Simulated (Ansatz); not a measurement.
## Telling isomers of C2H5Al apart by their spectra

These gas-phase data were calculated for one isomer of C2H5Al at r2SCAN-D4/def2-TZVP (harmonic, unscaled wavenumbers; equilibrium rotational constants with average atomic masses):

```
rotational constants            : 30.92, 5.151, 4.668 GHz
all wavenumbers above 1500 cm⁻¹ : 3069, 3063, 3004, 3004, 2964, 1508
```

Candidates:

(1) `[CH2]1[CH2][AlH]1`, a singlet
(2) `C=[CH][AlH2]`, a singlet
(3) `C[CH2][Al]`, a singlet

**Question.** Which structure fits?

**Answer.** Candidate (3). No mode falls between 1700 and 2050 cm⁻¹, where the Al–H stretch of (1), (2) would stand.

The same quantities for all candidates:

```
     rotational constants (GHz)         wavenumbers above 1500 cm⁻¹  E above the lowest, r2SCAN-D4/def2-TZVP (kcal/mol)
(1)           20.4, 9.32, 6.962        3153, 3132, 3080, 3073, 1959                                                18.2
(2)          37.9, 5.375, 4.707  3160, 3097, 3080, 1921, 1913, 1618                                                 2.5
(3)         30.92, 5.151, 4.668  3069, 3063, 3004, 3004, 2964, 1508                                                 0.0
```

Each candidate is one conformer. Programs: Ansatz 0.2.0.
